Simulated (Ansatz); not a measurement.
A made-up structure of CH4BS, doublet:

C1  (-0.631, 0.369, -0.094)
B2  (0.719, -0.419, 0.029)
S3  (1.471, -0.906, 1.518)
H4  (1.501, -1.182, 2.849)
H5  (-0.452, 1.296, -0.649)
H6  (-1.107, 0.614, 0.855)
H7  (1.330, -0.741, -0.958)
(Å)

It is relaxed with PBE-D4/def2-SVP and then PBE0-D4/def2-TZVP (Ansatz 0.2.0). Atoms count as bonded within 1.22 times the sum of their covalent radii (H–H: 0.88 Å). The end point is not checked to be a true minimum.

Q: Does its bonding change? (Judge from chemistry; the calculation decides.)

A: Computed: No: no bond forms or breaks.

Where it ends: The first stage lowers the energy by 2.04 eV in 9 steps. It ends as CH₄BS ([CH2][BH][SH]):
```tsv
atom	x (Å)	y (Å)	z (Å)
C1	-0.3385	0.4671	0.1796
B2	0.8935	-0.4063	0.0522
S3	1.6517	-1.2296	1.4455
H4	0.8172	-0.8094	2.4135
H5	-0.7899	0.9626	-0.6749
H6	-0.8444	0.6521	1.1239
H7	1.4422	-0.6039	-0.9904
```

Labels in which every atom is bracketed show which atoms are joined, not bond orders.

For scale, one of the runs: PBE0-D4/def2-TZVP relaxation, 123 basis functions, launched by `ansatz run in.yaml --threads 2 --pin off --events-out ev --progress --plain --max-ram 4352MiB`. Hardware: 2 CPU threads of an Arm Neoverse V2, shared host. Wall time about 17 s.
